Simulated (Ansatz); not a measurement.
[NH₂···H···Br], doublet: transfer scan

Starting geometry:

```xyz
5

N    -2.3544   -0.0059   -0.0092
H    -2.6517    0.9620   -0.0092
H    -2.6517   -0.4082    0.8711
H    -1.3420   -0.0059   -0.0092
Br    0.4965   -0.0059   -0.0092
```

From there H4 is moved from one fragment to the other while all else, the fragments' distance too, stays fixed; atoms are numbered as listed. Energies are in kJ/mol, counted from the starting geometry at the same level.

Basis cc-pVDZ; Ansatz 0.2.0. Correlated methods freeze the noble-gas cores and the filled d shells of p-block atoms. Prefix R: restricted or restricted open-shell reference; prefix U: unrestricted. No spin–orbit coupling is included, and no scalar relativity.

Full CI isn't at hand for all of this; UCCSDT(Q) serves as the reference, and is uncertain by about the last step of the cluster series. The frozen core follows each run's orbitals, which can shift R against U totals by a few meV for light atoms and by up to 0.1 eV past Ca.

| distance N1-H4 (Å) | RHF |
| --- | --- |
| 0.942 | 2.1 |
| 1.012 | 0.0 |
| 1.057 | 10.7 |
| 1.101 | 26.9 |
| 1.145 | 46.1 |
| 1.189 | 57.0 |
| 1.233 | 52.0 |
| 1.277 | 47.2 |
| 1.321 | 42.8 |

Estimate the UCCSDT(Q) curve in cc-pVDZ from this one, knowing how RHF errs.

The computed UCCSDT(Q) values, in kJ/mol from the starting point, and the error of RHF against them:
```json
{"distance N1-H4 (Å)": "0.942", "UCCSDT(Q)": "14.7", "RHF less UCCSDT(Q)": "-12.6"}
{"distance N1-H4 (Å)": "1.012", "UCCSDT(Q)": "0.0", "RHF less UCCSDT(Q)": "0.0"}
{"distance N1-H4 (Å)": "1.057", "UCCSDT(Q)": "1.2", "RHF less UCCSDT(Q)": "9.5"}
{"distance N1-H4 (Å)": "1.101", "UCCSDT(Q)": "6.8", "RHF less UCCSDT(Q)": "20.1"}
{"distance N1-H4 (Å)": "1.145", "UCCSDT(Q)": "14.6", "RHF less UCCSDT(Q)": "31.5"}
{"distance N1-H4 (Å)": "1.189", "UCCSDT(Q)": "22.5", "RHF less UCCSDT(Q)": "34.4"}
{"distance N1-H4 (Å)": "1.233", "UCCSDT(Q)": "29.4", "RHF less UCCSDT(Q)": "22.6"}
{"distance N1-H4 (Å)": "1.277", "UCCSDT(Q)": "34.9", "RHF less UCCSDT(Q)": "12.3"}
{"distance N1-H4 (Å)": "1.321", "UCCSDT(Q)": "39.3", "RHF less UCCSDT(Q)": "3.5"}
```

The error spans 47.1 kJ/mol and is largest, 34.4 kJ/mol, at 1.189 Å.
